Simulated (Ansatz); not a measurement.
**Relaxing Bi2H3**

Level of theory: DFT PBE, scalar-relativistic, plane waves, PAW in Ansatz. Cutoff 420 eV, Γ-centred k mesh, Gaussian smearing, no spin polarisation in the final step.

The start puts Bi2H3 on the tetradymite structure type (R-3m, No. 166), with H in place of Te, at a guessed volume.

```yaml
crystal:
  lattice:
    - [1.71407, 0.98962, 7.94559]
    - [-1.71407, 0.98962, 7.94559]
    - [0.00000, -1.97924, 7.94559]
  atoms:
    - { symbol: Bi, position: [0.40000, 0.40000, 0.40000] }
    - { symbol: Bi, position: [0.60000, 0.60000, 0.60000] }
    - { symbol: H, position: [0.00000, 0.00000, 0.00000] }
    - { symbol: H, position: [0.20950, 0.20950, 0.20950] }
    - { symbol: H, position: [0.79050, 0.79050, 0.79050] }
```

Cell and atoms relax at zero pressure; the relaxation can't lower the symmetry of the start. After a coarse first stage the cell is made exact in the group found at 0.06 Å.

The zero of energy is the elements' standard structures at the same level (H₂ as a molecule); no fitted shifts are applied.

(1) Which crystal results?

(2) What are its volume, energy, density and gap?

Results:

(1) It keeps R-3m (No. 166), but not the shape of the type it started on. Conventional cell: a = 3.839 Å, c = 18.878 Å. Bi has 3 H at 2.23 Å; around H on Wyckoff site a (1 atom of the primitive cell) lie 6 Bi at 2.72 Å and 6 H at 2.84 Å; around H on Wyckoff site c (2 atoms of the primitive cell) lie 3 Bi at 2.23 Å.

```xyz
5
Lattice="1.9196 1.1083 6.2926 -1.9196 1.1083 6.2926 0.0000 -2.2165 6.2926" Properties=species:S:1:pos:R:3 pbc="T T T"
Bi    0.0000    0.0000    7.8679
Bi    0.0000    0.0000   11.0101
H     0.0000    0.0000    0.0000
H     0.0000    0.0000    4.5176
H     0.0000    0.0000   14.3604
```

(2) The volume per atom is 16.06 Å³, the density is 8.70 g/cm³ and the energy over the elements is 0.61 eV/atom. The gap on the 12×12×12 mesh is 0 eV (a metal).

The final run used a 12×12×12 mesh on its 5-atom cell and 0.10 eV smearing. The k mesh leaves about 4 meV/atom of noise in metals. Spin–orbit coupling is left out. Symmetry constrained the relaxation, so the result can be a saddle point.

Cost: 3 runs of about 2.1 core-minutes in all, on Intel Xeon Platinum 8488C (Sapphire Rapids) (shared hosts).